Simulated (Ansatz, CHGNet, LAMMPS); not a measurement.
How well does each level of theory give the volume per atom of hcp Ru?

Reference value: 13.45 Å³/atom (measured, copied from a table, unchecked, extrapolated to 0 K and zero-point effects removed; as tabulated in Lejaeghere et al. (2013), arXiv:1204.2733).

Task: What do Lennard-Jones uff-vdw, CHGNet-r²SCAN, PBE, PBE-D3(BJ), r²SCAN give, and how far is each from the reference?

Result: 
| level (code) | value (Å³/atom) | error (%) |
|---|---|---|
| Lennard-Jones uff-vdw (LAMMPS) | 16.88 | +26 |
| CHGNet-r²SCAN (CHGNet) | 13.56 | +0.8 |
| PBE (Ansatz) | 13.77 | +2.4 |
| PBE-D3(BJ) (Ansatz) | 13.45 | 0.0 |
| r²SCAN (Ansatz) | 13.49 | +0.3 |

Leaving aside Lennard-Jones uff-vdw, which can be fitted to such values or carry a doubt: Nearest, and too close to rank with a margin of 1.0 % (twice that across the reference) picked here for doubts on the reference and the settings: PBE-D3(BJ) (0.0 %), r²SCAN (+0.3 %), CHGNet-r²SCAN (+0.8 %). Farthest off: PBE (+2.4 %). Within 2 %: CHGNet-r²SCAN, PBE-D3(BJ), r²SCAN.

Lennard-Jones uff-vdw: this is a force field's van der Waals term alone, without bonds or charges. Cutoffs and k meshes differ between the levels. Ansatz's density-functional and Hartree–Fock values are scalar-relativistic unless marked +SOC, with PAW data made under PBE.

Machine-learned potentials (CHGNet-r²SCAN) are trained on DFT data, which may include these solids.

Differences are worked out from the printed values.

Ansatz is a quantum-chemistry and plane-wave program.
